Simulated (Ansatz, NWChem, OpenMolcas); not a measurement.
**How basis sets differ on LiH (SMILES [LiH])**

LiH has 2 atoms, charge 0, and is taken as a singlet. SMILES: `[LiH]`. The bond length is the measured one.

```xyz
2

Li    0.0000    0.0000    0.0000
H     0.0000    0.0000    1.5957
```

Quantity: the electronic atomisation energy, in eV. The values are calculated. Electronic energies at fixed atoms, without zero-point motion or spin-orbit coupling.

```
     level          kind     program  value (eV)
 HF/STO-3G  Hartree–Fock  OpenMolcas        2.17
   HF/pc-0  Hartree–Fock      Ansatz        1.36
  HF/3-21G  Hartree–Fock  OpenMolcas        1.41
   HF/pc-1  Hartree–Fock      Ansatz        1.45
   HF/pc-2  Hartree–Fock      Ansatz        1.47
HF/cc-pVTZ  Hartree–Fock      NWChem        1.47
   HF/pc-3  Hartree–Fock      Ansatz        1.49
   HF/pc-4  Hartree–Fock      Ansatz        1.49
```

The values span 1.36 to 2.17 eV. Minimal STO sets describe s-block atoms so badly that they can place the ion below the atom. Without the sets that lack polarisation functions the rows with a basis span only 1.45 to 1.49 eV.
